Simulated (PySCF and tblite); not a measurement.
Results of a calculation; reference values are marked as such.
Molecule: C5H10, numbered as in [CH2:1]1[CH2:2][CH2:3][CH2:4][CH2:5]1; H named by carrier, a and b as here (phase angle P 144°, Å):

```
C1      -1.188   -0.362   -0.328
C2      -0.093   -1.242    0.276
C3       1.184   -0.475   -0.049
C4       0.799    0.977    0.234
C5      -0.687    1.082   -0.154
H1a     -2.153   -0.521    0.151
H1b     -1.297   -0.594   -1.388
H2a     -0.218   -1.309    1.358
H2b     -0.098   -2.251   -0.135
H3a      1.429   -0.600   -1.105
H3b      2.037   -0.804    0.544
H4a      1.419    1.680   -0.320
H4b      0.924    1.186    1.298
H5a     -1.249    1.600    0.622
H5b     -0.810    1.645   -1.079
```

The ring 1–2–3–4–5 is held at Altona–Sundaralingam phase angles P (ν_j = ν_max cos(P + 144°(j − 2)), ν_j about the bond from ring atom j to j + 1, counted from 0) and the rest relaxed at GFN2-xTB. Energies: BP86/pcSseg-1 + D3(BJ). Couplings: B3LYP/6-31G* with H pcJ-1, gas phase, for ¹H. Programs: tblite and PySCF.

One held structure gave ³J(H3b,H4a) = 0.2, ³J(H1b,H5a) = 0.2, ³J(H1a,H2b) = 8.1, ³J(H4b,H5b) = 13.0, ³J(H2a,H3a) = 8.1, ³J(H1b,H2a) = 1.7, ³J(H2b,H3b) = 1.7, ³J(H4a,H5a) = 0.4 Hz.

(1) At which phase angle P was it held?
A. 72°
B. 216°
C. 144°
D. 288°
E. 0°

Results:

(1) B. It lies 0.00 kcal/mol above the lowest point.
